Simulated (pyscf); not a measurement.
A first-order saddle from PySCF, ωB97X-D3(BJ)/def2-SVP:

```xyz
11

P     -2.7719    -1.1810     0.3762
Ga    -2.0529     0.9960     0.1380
H     -1.7632    -1.5317     1.3203
H     -2.0222    -1.6424    -0.7436
H     -2.0039     1.3276    -1.5421
H     -2.3060     2.3434     0.8565
Si     0.5032     0.7261     0.0328
H     -0.9543     1.1841    -1.1194
H      1.3793     1.8810    -0.3245
H      0.9452    -0.4844    -0.7205
H      0.6691     0.4532     1.4926
```

Surface: singlet, charge 0. Lowest wavenumbers (cm⁻¹): 1342i, 78, 92, 117, 263.

Question: Which two sides does it connect, and which bonds change?

Answer: H₂P–GaH₂ (SMILES [PH2][GaH2]) + SiH₄ (SMILES [SiH4]) <-> H₃Si–GaH–PH₂ (SMILES [SiH3][GaH][PH2]) + H₂ (SMILES [H][H]), a four-centre exchange read from left to right: Ga–H, H–Si broken and Ga–Si, H–H formed. At ωB97M-D3(BJ)/def2-TZVP it lies +31.2 kcal/mol from the left side and +29.5 kcal/mol from the right (each side as separated species at their lowest minima found). On the reactant side the descent ends in a complex, 6.0 kcal/mol under the separated species and 33.3 kcal/mol under the saddle at ωB97X-D3(BJ)/def2-TZVP. At the saddle there is also a short Ga–H contact that neither side keeps. At ωB97X-D3(BJ)/def2-TZVP the barrier from the zero used here is 27.4 kcal/mol. This is the saddle that the search found; another between the same sides may lie lower. Elements up to Kr have no core potential and no relativistic terms here.
